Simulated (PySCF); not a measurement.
# Carbon: a sound run and one with changed settings

Sound run: C [He] 2s2 2p2, C⁺ [He] 2s2 2p1. All numbers are calculated (PySCF 2.14, the spin-free X2C one-electron Hamiltonian (Gaussian nucleus), in cc-pVTZ-DK). The sound run starts from symmetry-adapted Hartree-Fock orbitals and uses a fine grid where one is needed.

A second run was set up differently.

```tsv
species	method	sound run (hartree)	changed run (hartree)	converged
C	UHF	-37.70651	-37.70651	yes
C	MN15	-37.83051	-37.79487	yes
C	B3LYP	-37.87397	-37.88561	yes
C⁺	UHF	-37.30986	-37.30986	yes
C⁺	MN15	-37.41484	-37.37033	yes
C⁺	B3LYP	-37.45033	-37.46694	yes
```

Ionisation energy of C:

| method | sound run (eV) | changed run (eV) |
| --- | --- | --- |
| UHF | 10.794 | 10.794 |
| MN15 | 11.311 | 11.552 |
| B3LYP | 11.528 | 11.392 |

Q: What was changed?
A. basis contracted for another Hamiltonian
B. all electrons correlated in a valence basis
C. radial grid too coarse
D. level shift left on

A: C. It used radial step 0.8 in ln r (0.13 in the sound run). A coarse radial grid mis-integrates the density and the exchange-correlation energy, with errors of either sign; Hartree-Fock needs no grid.
